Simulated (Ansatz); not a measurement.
Geometry optimisation, UKS PBE0-D4/def2-SVP in Ansatz 0.2.0.

Input file:

```yaml
crystal:
  periodic: [false, false, false]
  atoms:
    - { symbol: H, position_ang: [-0.497616, 0.216946, 0.06649] }
    - { symbol: S, position_ang: [1.331586, -0.985687, 1.572078] }
    - { symbol: C, position_ang: [-1.139641, 0.686584, -0.666253] }
    - { symbol: "N", position_ang: [-1.821544, 1.187548, -1.453196] }
    - { symbol: H, position_ang: [2.127214, -1.105491, 0.480881] }
magnetization:
  spin_polarized: true
  initial_magnetization: 1
basis:
  gaussian: { orbitals: def2-SVP }
hamiltonian:
  xc: pbe0
  dispersion: d4
relax:
  f_tol: 0.03
  max_steps: 50
```

Command:

```bash
$ ansatz run input.yaml --threads 1 --pin off --max-ram 2048MiB --backend cpu --events-out ev --progress --plain --runs-dir out
```

Task: Where does it end, and by what steps?

Result: It converged. After 4 steps the energy has fallen by 0.002 eV; S2 moved furthest, 0.05 Å.

| step | energy less start (eV) | largest force component (eV/Å) | accepted |
| --- | --- | --- | --- |
| 0 | 0.0000 | 0.241 | yes |
| 1 | 0.0059 | 0.122 | no |
| 2 | -0.0017 | 0.058 | yes |
| 3 | -0.0021 | 0.049 | yes |
| 4 | -0.0023 | 0.011 | yes |

```xyz
5
Properties=species:S:1:pos:R:3
H -0.465 0.207 0.044
S 1.296 -0.963 1.547
C -1.136 0.685 -0.667
N -1.842 1.191 -1.428
H 2.147 -1.120 0.504
```

Whether the end is a true minimum wasn't checked by a vibrational analysis.

Run time: 24 s on 1 thread of Intel(R) Xeon(R) Processor @ 2.70GHz, with other jobs on the host, peak memory 0.15 GiB.
